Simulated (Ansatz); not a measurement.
Basis-set extrapolation for `CC(=N)C=S` (PBE0-D4/def2-TZVP geometry, frozen core, the Gaussian-basis code of Ansatz). Multiplicity 1, RHF reference.

|  | def2-TZVPP | def2-QZVPP |
| --- | --- | --- |
| HF | -568.529705 | -568.548353 |
| MP2 correlation | -0.862868 | -0.922672 |
| CCSD(T) correlation | -0.945649 | not run |

Energies in hartree. Use E(X) = E(∞) + A·exp(−7.88·√X) for Hartree–Fock and E(X) = E(∞) + B·X^(−2.97) for correlation, with X = 3 and 4, and add CCSD(T) minus MP2 of the smaller set to the MP2 limit.

What is the CCSD(T) energy at the basis-set limit?

HF limit: -568.548353 + (-0.018648) × 0.13774 = -568.55092. MP2 limit: -0.922672 + (-0.059804) × 0.74074 = -0.96697. Higher-order term: -0.945649 − (-0.862868) = -0.08278. Total: -569.60067 hartree, 329.0 kJ/mol below CCSD(T)/def2-TZVPP.
